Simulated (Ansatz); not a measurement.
C4H10 (`CCCC`). Total charge 0; spin multiplicity 1. All single points use the PBE0-D4/def2-TZVP geometry. It is one conformer, not always the lowest.

```xyz
14

C     0.522    0.691   -1.401
C    -0.433   -0.353   -0.845
C    -0.782   -0.155    0.625
C     0.402   -0.304    1.567
H     1.494    0.659   -0.902
H     0.698    0.538   -2.468
H     0.117    1.699   -1.272
H    -1.358   -0.342   -1.432
H    -0.002   -1.353   -0.979
H    -1.556   -0.878    0.905
H    -1.232    0.836    0.756
H     0.092   -0.207    2.611
H     1.166    0.454    1.383
H     0.873   -1.285    1.451
```

(1) What is the dipole moment at ωB97M-V/def2-TZVPP? (Estimate.)

(2) And with PBE, r2SCAN, B3LYP? (Estimate.)

(3) Give the Mulliken charges with ωB97M-V, B3LYP, PBE in def2-TZVPP. (An estimate is asked.)

Results:

(1) Ansatz gave: 0.10 D, with components (-0.09, -0.04, -0.02) D in this frame, pointing from negative to positive charge.

(2) Ansatz gave: PBE 0.10 D, r2SCAN 0.10 D, B3LYP 0.10 D.

(3) Ansatz gave: 
| atom | ωB97M-V | B3LYP | PBE |
| --- | --- | --- | --- |
| C1 | -0.31 | -0.25 | -0.25 |
| C2 | -0.15 | -0.08 | -0.08 |
| C3 | -0.15 | -0.08 | -0.08 |
| C4 | -0.31 | -0.25 | -0.25 |
| H5 | 0.10 | 0.08 | 0.08 |
| H6 | 0.10 | 0.08 | 0.08 |
| H7 | 0.10 | 0.07 | 0.07 |
| H8 | 0.09 | 0.06 | 0.06 |
| H9 | 0.08 | 0.05 | 0.05 |
| H10 | 0.09 | 0.06 | 0.06 |
| H11 | 0.08 | 0.05 | 0.05 |
| H12 | 0.10 | 0.08 | 0.08 |
| H13 | 0.10 | 0.08 | 0.08 |
| H14 | 0.10 | 0.07 | 0.07 |

B3LYP here is the variant with VWN-RPA as its local correlation; programs differ in this.
